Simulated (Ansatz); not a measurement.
This geometry of H$_{4}$O$_{2}$Si (7 atoms, charge 0, multiplicity 1) is a first-order saddle point.

Method: Ansatz 0.2.0, RKS B3LYP-D4/def2-SVP.

```xyz
7
Properties=species:S:1:pos:R:3
O -1.315 -0.295 0.320
Si 0.157 0.448 0.073
O 1.393 -0.667 0.043
H -1.833 -0.525 -0.460
H 0.125 1.199 -1.217
H 0.395 1.366 1.211
H 1.138 -1.595 -0.015
```

Task: Which two structures does it join? (They come from a converged band through this point; their orientation in space is the band's.)

Result: No bond is made or broken. The dihedral O1–Si2–O3–H7 goes from -67 to 82°.

Initial state:

```xyz
7
Properties=species:S:1:pos:R:3
O -1.430 -0.134 0.271
Si 0.121 0.415 0.015
O 1.198 -0.808 -0.330
H -1.883 -0.524 -0.487
H 0.197 1.307 -1.171
H 0.472 1.112 1.279
H 1.386 -1.436 0.377
```

Final state:

```xyz
7
Properties=species:S:1:pos:R:3
O -1.464 -0.065 0.317
Si 0.126 0.396 0.155
O 1.209 -0.862 0.283
H -1.897 -0.490 -0.432
H 0.315 1.067 -1.169
H 0.400 1.290 1.297
H 1.373 -1.404 -0.496
```

Task: How far does it lie above each of them?

Result: 0.087 eV above the first and 0.024 eV above the second. This is the barrier of this one path; another mechanism may lie lower.

The run took 83 s on 1 thread of Arm Neoverse V1, on a shared host, peak memory 0.12 GiB.
